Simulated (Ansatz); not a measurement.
A run of Ansatz (development build ahead of 0.2.0) on singlet C4H10 at this shape:

```csv
atom,x (Å),y (Å),z (Å)
H,-0.0548,0.0390,1.4934
C,0.0226,-0.0381,0.4045
C,1.4840,-0.0359,-0.0815
C,-0.7672,1.3325,-0.0415
C,-0.7906,-1.2870,-0.1392
H,1.5189,-0.0252,-1.1215
H,1.9710,0.8217,0.2229
H,2.0107,-0.9201,0.2024
H,-0.7119,1.2708,-1.1311
H,-1.8045,1.3143,0.2537
H,-0.2403,2.2242,0.3365
H,-0.7125,-1.3240,-1.1582
H,-0.2271,-2.1408,0.2029
H,-1.8028,-1.3654,0.2593
```

Its results:

```yaml
Converged: yes
Reference_energy: -157.21284 hartree
Correlation_energy: -0.37105 hartree
Total_energy: -157.58389 hartree
Spin_squared_of_the_determinant: 0.000
```

Problem. Which input gives this output? Name the method, the orbitals and the basis set, and write the input.

Solution. RHF-MP2 in 6-31G. An unrestricted run that stays on the closed shell gives the same numbers.

```yaml
crystal:
  periodic: [false, false, false]
  atoms:
    - { symbol: H, position_ang: [-0.05482, 0.03904, 1.49345] }
    - { symbol: C, position_ang: [0.02265, -0.03808, 0.40452] }
    - { symbol: C, position_ang: [1.48395, -0.0359, -0.08153] }
    - { symbol: C, position_ang: [-0.76717, 1.3325, -0.04153] }
    - { symbol: C, position_ang: [-0.7906, -1.28703, -0.13923] }
    - { symbol: H, position_ang: [1.51887, -0.02518, -1.12151] }
    - { symbol: H, position_ang: [1.97104, 0.8217, 0.22288] }
    - { symbol: H, position_ang: [2.01066, -0.92012, 0.20238] }
    - { symbol: H, position_ang: [-0.71186, 1.27075, -1.1311] }
    - { symbol: H, position_ang: [-1.80451, 1.31432, 0.25374] }
    - { symbol: H, position_ang: [-0.24032, 2.2242, 0.33646] }
    - { symbol: H, position_ang: [-0.71247, -1.32396, -1.15816] }
    - { symbol: H, position_ang: [-0.22707, -2.14084, 0.20294] }
    - { symbol: H, position_ang: [-1.8028, -1.36535, 0.25933] }
basis:
  gaussian: { orbitals: "6-31G" }
hamiltonian:
  xc: hf
correlation:
  method: mp2
  frozen_orbitals: { C: 1, H: 0 }
```
